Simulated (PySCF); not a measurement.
How far each method lies from RCCSDT for [BH₂···H···H], doublet

All five atoms lie in one plane.

Geometry: a point of a hydrogen-transfer path between rigid fragments, not a stationary point.

```
atom    x (Å)    y (Å)   z (Å)
   B  -0.1623   0.0000  0.0000
   H  -0.7591   1.0336  0.0000
   H  -0.7591  -1.0336  0.0000
   H   1.1957   0.0000  0.0000
   H   2.0637   0.0000  0.0000
```

Basis cc-pVDZ; PySCF 2.14.0. Only valence electrons are correlated (noble-gas cores frozen), which leaves 7 electrons in 33 orbitals. R marks a restricted (for open shells ROHF) determinant, U an unrestricted one.

Full CI isn't at hand for all of this; RCCSDT serves as the reference. It lacks quadruple excitations. The frozen core follows each run's orbitals, which can shift R against U totals by a few meV.

The UHF ⟨S²⟩ is 0.770, the T1 diagnostic (ROHF- or RHF-based CCSD) is 0.0188 and the largest doubles amplitude (ROHF- or RHF-based CCSD) is 0.043. The T1 diagnostic (UCCSD) is 0.0112.

```csv
level,E − E(RCCSDT) (mEh),share of correlation (%),wall time
RHF,139.74,0.00,–
UHF,132.49,5.19,–
RMP2,29.97,78.55,–
UMP2,30.84,77.93,–
RCCSD,2.65,98.10,–
UCCSD,2.54,98.18,–
RCCSD(T),0.51,99.63,1.3 s
UCCSD(T),0.53,99.62,1.1 s
UCCSDT,0.00,100.00,47 s
```

The correlation energy at RCCSDT, counted from RHF, is -3.803 eV. That run took 46 s on 1 thread of Arm Neoverse N1, shared host.

Times are those of the correlated step on a shared host, with one SCF added for the restricted CCSD run; they ran on 1 thread of Arm Neoverse N1.
